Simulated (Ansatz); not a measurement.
Energy needed to pull apart C₂H₃O (SMILES [CH]1CO1), doublet, into free ground-state atoms, from the structure below (displaced at random from a GFN2-xTB minimum); no zero-point or spin–orbit terms; open-shell atoms are treated unrestricted, in their ground-state multiplicity.

```
6
angstrom
C -0.8320 -0.3617 -0.2643
C 0.3472 0.3375 0.2690
O 0.1739 -1.0273 0.3907
H -1.0661 -0.5416 -1.2639
H 1.1967 0.6940 -0.3433
H 0.2327 0.9545 1.1625
```

Computed with Ansatz 0.2.0 (basis: def2-TZVPP); correlated methods freeze the cores; orbitals are unrestricted.

```
   method  atomization energy (eV)
   PBE-D4                    24.34
r2SCAN-D4                        ?
  PBE0-D4                    23.61
 HSE06-D4                    23.64
  LC-wPBE                        ?
  wB97M-V                    23.34
       HF                    16.01
      MP2                    23.12
     CCSD                    22.11
  CCSD(T)                    22.55
```

(1) What does LC-wPBE give? (To be estimated.)

(2) What does r2SCAN-D4 give? (To be estimated.)

The T1 diagnostic stays at or below 0.020. ⟨S²⟩ of the unrestricted Hartree–Fock references: 0.76 (a pure state has 0.75).

## Answers

(1) Computed: 23.56 eV, which is about 1.02 eV more than CCSD(T)/def2-TZVPP.

(2) By the calculation: 23.57 eV, which is about 1.03 eV more than CCSD(T)/def2-TZVPP.

In triple zeta the MP2 and coupled-cluster atomization energies are still short of their basis limit by a few kcal/mol a bond, whereas those of the functionals are nearly converged, so these differences are not deviations from converged CCSD(T).

For scale, one of the runs: CCSD(T)/def2-TZVPP forces, 135 basis functions (an equivalent command: `ansatz run in.yaml --threads 4`). Hardware: 4 CPU threads, shared host. Wall time 110 s; peak host memory 3.2 GiB.
